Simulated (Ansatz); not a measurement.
**AlH (singlet): wB97X-V, wB97M-V over a scan of the distance Al1–H2, cc-pVQZ**

How well do these functionals follow the top wave-function level for AlH (singlet) over a scan of the distance Al1–H2?

Program: Ansatz 0.2.0, Gaussian basis. Level of theory: cc-pVQZ, all electrons in the functionals. These are calculated values, not measurements.

Plan: wB97X-V, wB97M-V, at 1.332 Å; 1.519 Å; 1.665 Å; 1.819 Å; 2.065 Å; 2.254 Å; 2.704 Å; 3.086 Å; 3.737 Å; 4.604 Å; 5.585 Å.

17 further runs of the same task are left out: 10 that didn't finish, 7 set aside as unsound or not needed.

### Step 1. The system

The geometry derives from a PBE0/def2-TZVP stationary point (not a proven minimum). One bond is set to the value named and the two fragments are kept rigid.

2 atoms, charge 0, spin multiplicity 1.

Atoms are counted from 1 here; the program's logs count them from 0.

Bond lengths: Al1–H2 1.665 Å.

No dispersion term is added; wB97X-V, wB97M-V hold VV10 nonlocal correlation.

The geometry shown and the zero of energy belong to the point 1.665 Å. The yardstick, FCI, and other wave-function levels (R restricted, U unrestricted, valence and pair active spaces) come from earlier runs.

### Step 2. wB97X-V, 1.332 Å

Contents of in.yaml:

```yaml
crystal:
  periodic: [false, false, false]
  atoms:
    - {symbol: Al, position_ang: [0.000000, 0.000000, 0.000000]}
    - {symbol: H, position_ang: [0.000000, 0.000000, 1.332000]}
basis:
  gaussian: {orbitals: cc-pVQZ}
magnetization: {spin_polarized: true, initial_magnetization: 0}
hamiltonian: {xc: {name: wB97X-V}}
```

Command:

```console
ansatz run in.yaml --threads 1 --pin off --events-out ev --progress --plain --max-ram 2393MiB
```

The runs that follow: wB97X-V, 1.519 Å; wB97X-V, 1.665 Å; wB97X-V, 1.819 Å; wB97X-V, 2.065 Å; wB97X-V, 2.254 Å; wB97X-V, 2.704 Å; wB97X-V, 3.086 Å; wB97X-V, 3.737 Å; wB97X-V, 4.604 Å; wB97X-V, 5.585 Å; wB97M-V, 1.332 Å; wB97M-V, 1.519 Å; wB97M-V, 1.665 Å; wB97M-V, 1.819 Å; wB97M-V, 2.065 Å; wB97M-V, 2.254 Å; wB97M-V, 2.704 Å; wB97M-V, 3.086 Å; wB97M-V, 3.737 Å; wB97M-V, 4.604 Å; wB97M-V, 5.585 Å.

**Question.** What will the summary of the whole plan be? Wanted: span of the FCI curve; largest miss, wB97X-V; largest miss, wB97M-V.

**Answer**, as computed:

| quantity | value |
| --- | --- |
| span of the FCI curve | 72.9 kcal/mol |
| largest miss, wB97X-V | +5.3 kcal/mol (3.086 Å) |
| largest miss, wB97M-V | +3.2 kcal/mol (3.737 Å) |

In words: Of the functionals, wB97M-V keep the smallest largest miss at the points compared (at most 3.2 kcal/mol) and wB97X-V strays most (5.3 kcal/mol, at 3.086 Å). wB97X-V, wB97M-V clearly break the spin symmetry at some points (⟨S²⟩ up to 1.00 above the pure value), so energy there is bought with a mixed spin. Functionals and the yardstick converge differently with the basis, so part of each miss in cc-pVQZ is the basis.
